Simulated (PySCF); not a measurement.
**Ionising LiMg**

ROHF-CCSD(T); Li cc-pVDZ, Mg cc-pVDZ; no relativity (PySCF 2.14). Neutral (ROHF): doublet (σ ↑), Re = 3.137 Å, ωe = 176 cm⁻¹, De = 0.15 eV.

LiMg⁺ (RHF): singlet (closed shell), Re = 2.939 Å, ωe = 266 cm⁻¹, De = 0.80 eV to Li⁺ + Mg. The energies at the minima are -207.08280 hartree for LiMg and -206.91048 for LiMg⁺.

Work out the adiabatic ionisation energy, without and with harmonic zero-point energies (1 hartree = 27.2114 eV, 1 eV = 8065.5 cm⁻¹), and the change of the bond length.

At CCSD(T): 0.17232 hartree = 4.689 eV between the minima; the zero-point term (266.0 − 176.0)/2 cm⁻¹ = +0.006 eV makes it 4.695 eV. Re changes by -19.8 pm against the neutral. The electron leaves a σ orbital, and the shorter bond of the ion fits an antibonding orbital, or a change in how ionic the bond is.

Correlated steps freeze 1 core orbital. Weak bonds: LiMg. Basis-set superposition, not corrected here, can be much of De in a small basis, most of all at correlated wavefunction levels. For an ion De counts to the pair picked by the measured ionisation energies or electron affinities, which need not be the lowest pair at this level. States were picked by a PBE0 search and need not be the measured ground states.
